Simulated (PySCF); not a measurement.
## Structure elucidation problem

An unknown has the formula C2H7O2P. Its calculated NMR data are:

¹H NMR (400 MHz, computed): δ 2.57 (br s, 1H), 1.26 (m, 6H).

¹³C{¹H} NMR (computed): δ 18.3.

- coordinates at the PBE0-D3(BJ)/def2-TZVP level
- shielding tensors at B97-2/pcSseg-2 (GIAO)
- run in PySCF
- fast rotation and ring inversion assumed for equivalent nuclei, a single conformation, no solvent, non-relativistic Hamiltonian

Referencing at the same level of theory: ¹H and ¹³C against TMS.

Deduce the structure.

Results:


1 carbon signal for 2 carbons: some carbons are equivalent by symmetry or fast rotation. Carbon types of the structure: 2 × CH3, leaving 1 H on heteroatoms. δC 18.3: methyl carbon bonded to P. δH 2.57: hydrogen on an oxygen bonded to P; labile proton, position sensitive to the medium. δH 1.26: hydrogen on a methyl carbon bonded to P.

These data were computed for `CP(C)(=O)O`.

The shifts were computed for this structure.

OH and NH positions are those of a molecule without intermolecular hydrogen bonds; in solution they move with solvent, concentration and temperature, and exchange usually removes their couplings. Splittings by ³¹P in the carbon and heteronuclear signals aren't shown, as no couplings were computed. Shifts are as computed. Against solution values, carbons near 30 ppm lie about +3 ppm off and those near 130 ppm about +7 ppm. Of 1211 compounds with measured shifts, 218 miss one by over three times the rms of a fit or turn the order of signals round; such compounds aren't used in these exercises.
